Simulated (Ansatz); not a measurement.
# C6H4F2: taking an electron away

One table from this session's results is given with a row withheld; the runs are named, their logs left out.

Computed with Ansatz 0.2.0, Gaussian basis. Level: unrestricted cation, the program's frozen cores in correlated methods.

Plan: UKS PBE-D4/def2-TZVPP; UKS r2SCAN-D4/def2-TZVPP; UKS PBE0-D4/def2-TZVPP; UKS B3LYP-D4/def2-TZVPP; UKS wB97X-V/def2-TZVPP; UKS wB97M-V/def2-TZVPP; UKS B2PLYP/def2-TZVPP; UHF-CCSD(T)/def2-TZVPP; UHF-MP2/def2-QZVPP; extrapolation to the limit; then −ε(HOMO) from the neutral's earlier runs with LDA (SPW92), PBE-D4, revPBE-D4, BLYP-D4, r2SCAN-D4, B97M-V, PBE0-D4, B3LYP-D4, r2SCANh-D4, r2SCAN0-D4, HSE06-D4, BHLYP-D4, CAM-B3LYP-D4, LC-ωPBE, ωB97X-V, ωB97M-V.

### Structure used throughout

All runs share one geometry, relaxed beforehand with PBE0-D4 in a triple-zeta def2 set.

12 atoms, charge 0, spin multiplicity 1.

Atoms are counted from 1 here; the program's logs count them from 0.

Bond lengths: F1–C2 1.339 Å, C2–C3 1.381 Å, C2–C8 1.381 Å, C3–C4 1.386 Å, C3–H9 1.083 Å, C4–C5 1.381 Å, C4–H10 1.083 Å, C5–F6 1.339 Å, C5–C7 1.381 Å, C7–C8 1.386 Å, C7–H11 1.083 Å, C8–H12 1.083 Å. Angles: F1–C2–C3 119.0°, F1–C2–C8 119.0°, C3–C2–C8 122.1°, C2–C3–C4 119.0°, C2–C3–H9 119.7°, C4–C3–H9 121.3°, C3–C4–C5 119.0°, C3–C4–H10 121.3°, C5–C4–H10 119.7°, C4–C5–F6 119.0°, C4–C5–C7 122.1°, F6–C5–C7 119.0°, C5–C7–C8 119.0°, C5–C7–H11 119.7°, C8–C7–H11 121.3°, C2–C8–C7 119.0°, C2–C8–H12 119.7°, C7–C8–H12 121.3°.

The first run:

Input file in.yaml:

```yaml
crystal:
  periodic: [false, false, false]
  atoms:
    - {symbol: F, position_ang: [0.824608, -1.511637, 2.090420]}
    - {symbol: C, position_ang: [0.418971, -0.764507, 1.055472]}
    - {symbol: C, position_ang: [0.729702, 0.581193, 1.039322]}
    - {symbol: C, position_ang: [0.309820, 1.354570, -0.031998]}
    - {symbol: C, position_ang: [-0.406150, 0.755289, -1.049825]}
    - {symbol: F, position_ang: [-0.811780, 1.502417, -2.084778]}
    - {symbol: C, position_ang: [-0.716886, -0.590408, -1.033670]}
    - {symbol: C, position_ang: [-0.297005, -1.363787, 0.037650]}
    - {symbol: H, position_ang: [1.293038, 1.011922, 1.857371]}
    - {symbol: H, position_ang: [0.532469, 2.412816, -0.083221]}
    - {symbol: H, position_ang: [-1.280227, -1.021134, -1.851718]}
    - {symbol: H, position_ang: [-0.519660, -2.422031, 0.088874]}
basis:
  gaussian: {orbitals: def2-TZVPP}
total_charge: 1
magnetization: {spin_polarized: true, initial_magnetization: 1}
hamiltonian: {xc: pbe, dispersion: d4}
```

Launch:

```sh
ansatz run in.yaml --threads 2 --pin off --events-out ev --progress --plain --max-ram 22528MiB --backend cuda --devices 0, --max-vram 18GiB
```

Among the steps run: Cation, UKS PBE-D4/def2-TZVPP; Cation, UKS r2SCAN-D4/def2-TZVPP; Cation, UKS PBE0-D4/def2-TZVPP; Cation, UKS B3LYP-D4/def2-TZVPP; Cation, UKS wB97X-V/def2-TZVPP; Cation, UKS wB97M-V/def2-TZVPP; Cation, UKS B2PLYP (frozen core)/def2-TZVPP; Cation, UHF-CCSD(T)/def2-TZVPP; Cation, UHF-MP2/def2-QZVPP.

One table of the session follows, with a row left open; its other results are not shown here.

It belongs to the step «Ionisation energies side by side». For comparison, −ε(HOMO) of the neutral from earlier runs:

| functional | −ε(HOMO) (eV) |
| --- | --- |
| LDA (SPW92) | 6.25 |
| PBE-D4 | ? |
| revPBE-D4 | 5.94 |
| BLYP-D4 | 5.87 |
| r2SCAN-D4 | 6.22 |
| B97M-V | 6.23 |
| PBE0-D4 | 7.14 |
| B3LYP-D4 | 6.94 |
| r2SCANh-D4 | 6.65 |
| r2SCAN0-D4 | 7.28 |
| HSE06-D4 | 6.75 |
| BHLYP-D4 | 8.09 |
| CAM-B3LYP-D4 | 8.40 |
| LC-ωPBE | 9.64 |
| ωB97X-V | 9.30 |
| ωB97M-V | 9.23 |

Q: Estimate the row for PBE-D4 from the others.

As computed: −ε(HOMO) (eV): 6.02. In the column «−ε(HOMO) (eV)» it lies between revPBE-D4 (5.94) and r2SCAN-D4 (6.22).
